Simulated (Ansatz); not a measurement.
Write a Python script for Ansatz 0.2.0, Python API that makes a composite energy at a relaxed geometry of B2H4, SMILES BB. Level of theory (for the species named): PBE0, def2-SVP basis, multiplicity 1.

```xyz
6

B    -0.2087   -0.8362   -0.0744
B     0.2382    0.7761    0.0785
H    -0.6206   -1.4077    0.8505
H    -0.2084   -1.2827   -1.1586
H     0.5746    1.3897   -0.8889
H     0.2671    1.2968    1.1468
```

`run_composite.py`
```python
"""Relax B2H4 cheaply, then refine its energy."""

from dataclasses import dataclass
import itertools

import ansatz
from ase import Atoms
from ase.data import atomic_numbers, covalent_radii
import numpy as np


@dataclass
class Options:
    basis_set: str = "def2-SVP"
    xc: str = "PBE0"


opts = Options()

atoms = Atoms(["B", "B", "H", "H", "H", "H"], positions=[
    (-0.2087, -0.8362, -0.0744),
    (0.2382, 0.7761, 0.0785),
    (-0.6206, -1.4077, 0.8505),
    (-0.2084, -1.2827, -1.1586),
    (0.5746, 1.3897, -0.8889),
    (0.2671, 1.2968, 1.1468),
])
mol = ansatz.Crystal.molecule_from_ase(atoms)

base = (
    mol.calculation()
    .basis(gaussian=opts.basis_set)
    .functional(opts.xc)
    .scf(lower_state_search="off")
)
symbols = [site.symbol for site in mol.cartesian_sites]
start = np.array([site.position_ang for site in mol.cartesian_sites], dtype=float)
r = base.relax(force_tolerance=0.01).run(threads=1).report
end = np.array(r["positions_ang"])
# pairs closer than 1.2 times the sum of covalent radii, before or after
radius = [covalent_radii[atomic_numbers[s]] for s in symbols]
span = lambda where, i, j: np.linalg.norm(where[i] - where[j])
bonded = [(i, j) for i, j in itertools.combinations(range(len(symbols)), 2) if min(span(start, i, j), span(end, i, j)) < 1.2 * (radius[i] + radius[j])]
print("pair        before    after (A)")
for i, j in bonded:
    print(f"{symbols[i]}{i}-{symbols[j]}{j}".ljust(10), f"{span(start, i, j):8.4f} {span(end, i, j):8.4f}")

minimum = ansatz.Crystal.molecule()
for symbol, place in zip(symbols, end):
    minimum = minimum.atom(symbol, place.tolist())
at_minimum = minimum.calculation()
# MP2 extrapolated to the basis limit, plus the small-basis difference CCSD(T) - MP2
level = lambda method, basis: at_minimum.basis(gaussian=basis).correlation(method).run(threads=1).report
small, large, cluster = level("mp2", "cc-pVDZ"), level("mp2", "cc-pVTZ"), level("ccsd_t", "cc-pVDZ")
corr = lambda each: (each["free_energy_ev"] - each["reference_energy_ev"]) / 27.211386246
mp2_limit = (27 * corr(large) - 8 * corr(small)) / 19
pieces = {"HF / cc-pVTZ": large["reference_energy_ev"] / 27.211386246, "MP2 correlation, DZ-TZ limit": mp2_limit, "CCSD(T) - MP2 / cc-pVDZ": corr(cluster) - corr(small)}
for name, value in pieces.items():
    print(f"{name:32s} {value:14.6f} Ha")
print(f"{'sum':32s} {sum(pieces.values()):14.6f} Ha")
print("T1 diagnostic", round(cluster["correlation"]["coupled_cluster"]["t1_diagnostic"], 4))
```

```console
$ python run_composite.py
pair        before    after (A)
B0-B1        1.6801   1.6425
B0-H2        1.1626   1.2130
B0-H3        1.1725   1.2130
B1-H4        1.1940   1.2130
B1-H5        1.1888   1.2130
HF / cc-pVTZ                         -51.650921 Ha
MP2 correlation, DZ-TZ limit          -0.220012 Ha
CCSD(T) - MP2 / cc-pVDZ               -0.043165 Ha
sum                                  -51.914098 Ha
T1 diagnostic 0.0113
```

What to keep in mind:
- These settings explore the input space; basis and method may be short of convergence.
- The sum leaves out core correlation, relativity, the Hartree-Fock basis error and zero-point energy; a DZ-TZ extrapolation is rough.
- Inner cores stay frozen, so this is valence correlation.
- An extrapolation from small basis sets is rough.
- It ran for 14 s on 1 thread of Intel(R) Xeon(R) Platinum 8259CL CPU @ 2.50GHz (Skylake/Cascade Lake), with other jobs on the host, peak memory 0.22 GiB.

(A comment or docstring line of the script was reworded after the run, the code is as it ran; lines on the test bed's own set-up are left out of the output.)
